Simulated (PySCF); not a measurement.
**How the functional moves excitation energies**

Species: H₂S.
SMILES: `S`

Linear-response calculations in the def2-SVPD basis (PySCF; singlets by full response, triplets Tamm–Dancoff, core orbitals frozen in the response; HF means time-dependent Hartree–Fock). 'Strongest' is the level of largest summed f among the singlets computed (10 roots, of which the last may lack a degenerate partner); it can jump between rows when another state enters that window. S1 is the lowest singlet of each run and needn't be the same state throughout; f(S1) is that of one state. Isolated species at its PBE0-D3(BJ)/def2-SVP geometry, gas phase.

```
functional                               kind  S1 (eV)  f(S1)  strongest (eV)  T1 (eV)  HOMO (eV)  gap (eV)  ionisation energy, ΔSCF (eV)
       LDA                                LDA     5.83  0.070            9.42     5.49      -6.39      5.68                         10.65
       PBE                                GGA     5.81  0.067            9.41     5.40      -6.31      5.66                         10.42
     B3LYP  global hybrid, 20% exact exchange     5.96  0.063            9.55     5.54      -7.32      7.07                         10.47
      PBE0  global hybrid, 25% exact exchange     6.15  0.000            9.71     5.60      -7.57      7.64                         10.40
 BHandHLYP  global hybrid, 50% exact exchange     6.17  0.000            9.84     5.64      -8.69      9.25                         10.28
   wB97X-D             range-separated hybrid     6.16  0.000            9.20     5.72      -9.47     11.16                         10.51
   LC-wPBE             range-separated hybrid     6.21  0.000           10.00     5.65     -10.39     12.19                         10.46
        HF                       Hartree–Fock     6.33  0.000            9.62     5.69     -10.48     12.55                   not settled
```

Problem. What does CAM-B3LYP (range-separated hybrid) give?

Solution. S1 (eV) 6.07, f(S1) 0.000, strongest (eV) 9.68, T1 (eV) 5.58, HOMO (eV) -8.93, gap (eV) 9.65, ionisation energy, ΔSCF (eV) 10.46. S1 runs from 5.81 eV (PBE) to 6.33 eV (HF), a spread of 0.52 eV, while the orbital gap spreads over 6.9 eV. Along PBE (0%), B3LYP (20%), PBE0 (25%), BHandHLYP (50%), HF (100%) S1 rises with the share of exact exchange. −ε(HOMO) comes closest to its own ΔSCF ionisation energy with LC-wPBE (-0.07 eV) and misses most with LDA (-4.26 eV). The lowest singlet of a reference set is 1A2(n→3p) at 6.18 eV (computed, theoretical best estimate (aug-cc-pVTZ, frozen core, CC3 geometry), gas; Veril, Scemama, Caffarel, Lipparini, Boggio-Pasqua, Jacquemin, Loos, WIREs Comput. Mol. Sci. 2021, 11, e1517 (QUESTDB)). The lowest computed singlet differs from it by BHandHLYP -0.01, wB97X-D -0.02, PBE0 -0.03, LC-wPBE +0.03, CAM-B3LYP -0.11, HF +0.15, B3LYP -0.22, LDA -0.35, PBE -0.37 eV; geometry and basis of the reference needn't be the same. The lowest triplet of a reference set is 3A2(n→3p) at 5.81 eV (computed, theoretical best estimate (aug-cc-pVTZ, frozen core, CC3 geometry), gas; Veril, Scemama, Caffarel, Lipparini, Boggio-Pasqua, Jacquemin, Loos, WIREs Comput. Mol. Sci. 2021, 11, e1517 (QUESTDB)). The lowest computed triplet differs from it by wB97X-D -0.09, HF -0.12, LC-wPBE -0.16, BHandHLYP -0.17, PBE0 -0.21, CAM-B3LYP -0.23, B3LYP -0.27, LDA -0.32, PBE -0.41 eV; geometry and basis of the reference needn't be the same. 'Not settled' means that the ion's SCF failed to converge or may have ended in another state than the lowest.
